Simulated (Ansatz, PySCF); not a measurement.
This PySCF input computes a CCSD(T)/cc-pVDZ energy:

```python
from pyscf import gto, scf, mp, cc as ccmod

mol = gto.M(
    atom='''
    O    -0.00000000   -0.00000000   -0.60212663
    O     0.00000000    0.00000000    0.60212663
    ''',
    basis='cc-pvdz',
    charge=0,
    spin=2,
    symmetry='D2h',
    verbose=4,
)

mf = scf.UHF(mol)
mf.conv_tol = 1e-10
mf.max_cycle = 100
mf.kernel()
mp2 = mp.MP2(mf, frozen=2).run()
cc = ccmod.CCSD(mf, frozen=2)
cc.max_cycle = 100
cc.kernel()
et = cc.ccsd_t()
print(f'E(CCSD(T)) = {cc.e_tot + et:.9f}')
```

### Question
Write an input for the same energy in Ansatz (a first-principles code) and say what it gives.

### Answer

Ansatz 0.2 input:
```yaml
crystal:
  periodic: [false, false, false]
  atoms:
    - {symbol: O, position_ang: [-0.00000000, -0.00000000, -0.60212663]}
    - {symbol: O, position_ang: [0.00000000, 0.00000000, 0.60212663]}
basis:
  gaussian:
    orbitals: cc-pVDZ
magnetization: {spin_polarized: true, initial_magnetization: 2}
correlation: {method: ccsd_t, electrons: outside_noble_gas}
```
It gives -149.98564 Eh, and PySCF -149.98564 Eh, a difference of 0.00 mEh.
